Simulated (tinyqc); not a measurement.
A ladder of methods, and size consistency: correlation methods against full CI in the sto-3g basis, for H2O, spin multiplicity 1. Computed by the program tinyqc with PySCF. 

Geometry (angstrom):
```
atom       x        y       z
O     0.0000   0.0000  0.0000
H     0.0000   0.7670  0.6340
H     0.0000  -0.7670  0.6340
```

RHF energy of one = -74.965788 hartree

All electrons correlated; +Q is the Davidson correction (1 - c0^2) E_corr. The last columns treat two copies 100 angstrom apart as one system. FCI is the lowest singlet.

Correlation energies (hartree):
```
method   E_corr of one  share of FCI (%)  E_corr of two at 100 angstrom  two minus twice one (mhartree)
MP2           -0.03932            71.305                       -0.07864                           0.000
CISD          -0.05423            98.348                       -0.10541                           3.062
CISD+Q        -0.05586           101.294                       -0.11118                           0.534
CCSD          -0.05501            99.763                       -0.11003                           0.000
CCSD(T)       -0.05508            99.889                       -0.11017                           0.000
FCI           -0.05514           100.000                              -                               -
```

MP2 recovers 71 %, CISD 98.3 % and CCSD 99.8 % of the FCI value (c0^2 = 0.970 in CISD). MP2 and coupled cluster are size consistent, so their last column vanishes; CISD loses 3.06 mhartree, since a double excitation on each copy is a quadruple of the pair, and the Davidson correction leaves +0.53.
